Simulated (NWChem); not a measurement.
Program: NWChem. System: CH2, charge 2, spin multiplicity 1, at the geometry of a parent with another charge or spin, in a state set for the comparison that need not be this species' ground state. Level: RHF/def2-TZVP.

The NWChem input:

```
start mol
memory heap 200 mb stack 900 mb global 1100 mb
charge 2
geometry units angstroms nocenter noautoz
  C      0.000000     0.000000     0.092360
  H      1.057177     0.000000    -0.277081
  H     -1.057177     0.000000    -0.277081
  symmetry group C2v
end
basis spherical
  * library def2-tzvp
end
scf
  rhf
  nopen 0
  maxiter 100
  thresh 1e-7
  semidirect memsize 60000000 filesize 0
end
task scf energy
```

Part of the output:

```
             Northwest Computational Chemistry Package (NWChem) 7.3.0
             --------------------------------------------------------

                                NWChem Input Module
                                -------------------

 Scaling coordinates for geometry "geometry" by  1.889725989
 (inverse scale =  0.529177249)

 Turning off AUTOSYM since
 SYMMETRY directive was detected!

                             Geometry "geometry" -> ""
                             -------------------------

 Output coordinates in angstroms (scale by  1.889725989 to convert to a.u.)

  No.       Tag          Charge          X              Y              Z
 ---- ---------------- ---------- -------------- -------------- --------------
    1 C                    6.0000     0.00000000     0.00000000     0.09236000
    2 H                    1.0000     1.05717700     0.00000000    -0.27708100
    3 H                    1.0000    -1.05717700     0.00000000    -0.27708100

 Effective nuclear repulsion energy (a.u.)       5.9206905035

            Nuclear Dipole moment (a.u.)
            ----------------------------
        X                 Y               Z
 ---------------- ---------------- ----------------
     0.0000000000     0.0000000000    -0.0000037795

      Symmetry information
      --------------------

 Group name             C2v
 Group number             16
 Group order               4
 No. of unique centers     2

      Symmetry unique atoms

     1    2


 Summary of "ao basis" -> "" (spherical)
 ------------------------------------------------------------------------------
       Tag                 Description            Shells   Functions and Types
 ---------------- ------------------------------  ------  ---------------------
 *                         def2-tzvp                  on all atoms

 Summary of "ao basis" -> "ao basis" (spherical)
 ------------------------------------------------------------------------------
       Tag                 Description            Shells   Functions and Types
 ---------------- ------------------------------  ------  ---------------------
 C                         def2-tzvp                11       31   5s3p2d1f
 H                         def2-tzvp                 4        6   3s1p

                                 NWChem SCF Module
                                 -----------------

  ao basis        = "ao basis"
  functions       =    43
  atoms           =     3
  closed shells   =     3
  open shells     =     0
  charge          =   2.00
  wavefunction    = RHF
  use symmetry    = T
  symmetry adapt  = T

 Summary of "ao basis" -> "ao basis" (spherical)
 ------------------------------------------------------------------------------
       Tag                 Description            Shells   Functions and Types
 ---------------- ------------------------------  ------  ---------------------
 C                         def2-tzvp                11       31   5s3p2d1f
 H                         def2-tzvp                 4        6   3s1p

      Symmetry analysis of basis
      --------------------------

        a1         19
        a2          4
        b1         12
        b2          8

 Forming initial guess at       0.1s

      Superposition of Atomic Density Guess
      -------------------------------------

 Sum of atomic energies:         -38.67094660

 Renormalizing density from       8.00 to      6

      Non-variational initial energy
      ------------------------------

 Total energy =     -30.950676
 1-e energy   =     -47.110541
 2-e energy   =      10.239174
 HOMO         =      -1.506261
 LUMO         =      -1.241644

      Symmetry analysis of molecular orbitals - initial
      -------------------------------------------------

  Numbering of irreducible representations:

     1 a1          2 a2          3 b1          4 b2

  Orbital symmetries:

     1 a1          2 a1          3 b1          4 a1          5 b2
     6 a1          7 b1          8 a1          9 a1         10 b2
    11 b1         12 a1         13 a2

 Starting SCF solution at       0.2s

 ----------------------------------------------
         Quadratically convergent ROHF

 Convergence threshold     :          1.000E-07
 Maximum no. of iterations :          100
 Final Fock-matrix accuracy:          1.000E-09
 ----------------------------------------------

              iter       energy          gnorm     gmax       time
             ----- ------------------- --------- --------- --------
                 1      -37.7191175181  1.63D+00  9.86D-01      0.2
                 2      -37.7846014642  5.50D-01  4.19D-01      0.2
                 3      -37.7873344271  9.82D-02  6.67D-02      0.2
                 4      -37.7874728643  4.24D-03  2.62D-03      0.2
                 5      -37.7874746247  5.12D-06  2.37D-06      0.2
                 6      -37.7874746247  1.21D-09  7.02D-10      0.2

       Final RHF  results
       ------------------

         Total SCF energy =    -37.787474624701
      One-electron energy =    -56.576197015273
      Two-electron energy =     12.868031887079
 Nuclear repulsion energy =      5.920690503493

        Time for solution =      0.1s

       Symmetry analysis of molecular orbitals - final
       -----------------------------------------------

  Numbering of irreducible representations:

     1 a1          2 a2          3 b1          4 b2

  Orbital symmetries:

     1 a1          2 a1          3 b1          4 a1          5 b2
     6 a1          7 b1          8 a1          9 a1         10 b2
    11 b1         12 a1         13 b1

             Final eigenvalues
             -----------------

              1
    1  -12.3046
    2   -1.6758
    3   -1.4397
    4   -0.7469
    5   -0.7155
    6   -0.3930
    7   -0.3102
    8   -0.2645
    9   -0.1996
   10   -0.1937
   11   -0.1772
   12   -0.0154
   13    0.0430

                       ROHF Final Molecular Orbital Analysis
                       -------------------------------------

 Vector    2  Occ=2.000000D+00  E=-1.675790D+00  Symmetry=a1
              MO Center= -2.9D-16, -1.0D-16, -4.8D-02, r^2= 7.8D-01
   Bfn.  Coefficient  Atom+Function         Bfn.  Coefficient  Atom+Function
  ----- ------------  ---------------      ----- ------------  ---------------
     3      0.454721  1 C  s                  4      0.448108  1 C  s
     2     -0.241142  1 C  s

 Vector    3  Occ=2.000000D+00  E=-1.439719D+00  Symmetry=b1
              MO Center=  8.9D-17,  1.6D-19, -4.0D-02, r^2= 9.2D-01
   Bfn.  Coefficient  Atom+Function         Bfn.  Coefficient  Atom+Function
  ----- ------------  ---------------      ----- ------------  ---------------
     6      0.435049  1 C  px                 9      0.338725  1 C  px
    33      0.152802  2 H  s                 39     -0.152802  3 H  s

 Vector    4  Occ=0.000000D+00  E=-7.469424D-01  Symmetry=a1
              MO Center=  3.5D-16, -9.4D-17,  2.4D-01, r^2= 9.9D-01
   Bfn.  Coefficient  Atom+Function         Bfn.  Coefficient  Atom+Function
  ----- ------------  ---------------      ----- ------------  ---------------
    11      0.456860  1 C  pz                 8      0.432518  1 C  pz
     4      0.204694  1 C  s                 14      0.178103  1 C  pz

 Vector    5  Occ=0.000000D+00  E=-7.155495D-01  Symmetry=b2
              MO Center= -1.1D-16, -5.0D-16,  8.1D-02, r^2= 1.0D+00
   Bfn.  Coefficient  Atom+Function         Bfn.  Coefficient  Atom+Function
  ----- ------------  ---------------      ----- ------------  ---------------
    10      0.497185  1 C  py                 7      0.454876  1 C  py
    13      0.209120  1 C  py

 Vector    6  Occ=0.000000D+00  E=-3.929605D-01  Symmetry=a1
              MO Center= -1.0D-16,  4.2D-17, -2.0D-01, r^2= 3.2D+00
   Bfn.  Coefficient  Atom+Function         Bfn.  Coefficient  Atom+Function
  ----- ------------  ---------------      ----- ------------  ---------------
    34     -0.996881  2 H  s                 40     -0.996881  3 H  s
     5      0.929658  1 C  s                  4      0.628814  1 C  s
    14     -0.334630  1 C  pz                 3      0.269337  1 C  s
    33     -0.245476  2 H  s                 39     -0.245476  3 H  s

 center of mass
 --------------
 x =   0.00000000 y =   0.00000000 z =   0.07413230

 moments of inertia (a.u.)
 ------------------
           0.841145215550           0.000000000000           0.000000000000
           0.000000000000           8.885814712742           0.000000000000
           0.000000000000           0.000000000000           8.044669497192

  Mulliken analysis of the total density
  --------------------------------------

    Atom       Charge   Shell Charges
 -----------   ------   -------------------------------------------------------
    1 C    6     4.98   0.86  1.11  0.75  0.83  0.03  0.71  0.64  0.03  0.01  0.02  0.00
    2 H    1     0.51   0.20  0.28  0.00  0.03
    3 H    1     0.51   0.20  0.28  0.00  0.03

       Multipole analysis of the density wrt the origin
       ------------------------------------------------

     L   x y z        total         open         nuclear
     -   - - -        -----         ----         -------
     0   0 0 0      2.000000      0.000000      8.000000

     1   1 0 0      0.000000      0.000000      0.000000
     1   0 1 0      0.000000      0.000000      0.000000
     1   0 0 1     -0.019631      0.000000     -0.000004

     2   2 0 0      0.609368      0.000000      7.982209
     2   1 1 0     -0.000000      0.000000      0.000000
     2   1 0 1     -0.000000      0.000000      0.000000
     2   0 2 0     -2.378758      0.000000      0.000000
     2   0 1 1     -0.000000      0.000000      0.000000
     2   0 0 2     -1.896579      0.000000      0.731104

 Task  times  cpu:        0.2s     wall:        0.2s

 Total times  cpu:        0.3s     wall:        0.3s
```
